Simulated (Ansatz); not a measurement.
CH2FP (SMILES [H]/P=C/F): methods side by side

The species is CH2FP (5 atoms), meant as a singlet with charge 0. As SMILES, `[H]/P=C/F`. The coordinates come from a GFN2-xTB relaxation.

Each level gives the electronic atomisation energy (eV). The values are calculated. Electronic energies at fixed atoms, without zero-point motion or spin-orbit coupling.

| level | kind | program | value (eV) | less FCI/STO-3G | CPU time (all runs) |
| --- | --- | --- | --- | --- | --- |
| HF/STO-3G | Hartree–Fock | Ansatz | 12.50 | -4.05 | 0.21 s |
| PBE/STO-3G | GGA | Ansatz | 21.35 | +4.80 | 2.3 s |
| r2SCAN/STO-3G | meta-GGA | Ansatz | 20.16 | +3.61 | 5.7 s |
| PBE0/STO-3G | global hybrid | Ansatz | 20.00 | +3.45 | 1.8 s |
| HSE06/STO-3G | range-separated hybrid | Ansatz | 20.04 | +3.49 | 2.5 s |
| B2PLYP/STO-3G | double hybrid | Ansatz | 18.53 | +1.98 | 2.3 s |
| CCSDT(Q)/STO-3G | coupled cluster or CI | Ansatz | 16.55 | 0.00 | 1.1 s |
| FCI/STO-3G | exact in the basis | Ansatz | 16.55 | 0.00 | 21 s |

FCI/STO-3G is exact within its basis and frozen core, so for wave-function methods in that basis the difference is their error; functionals converge differently with the basis, so for them it is only a difference. The values span 12.50 to 21.35 eV. All rows use very small basis sets, so even the best lies far from the true value. Times are those of the runs behind each value, whatever else they computed, on shared processors of several kinds: orders of magnitude only.
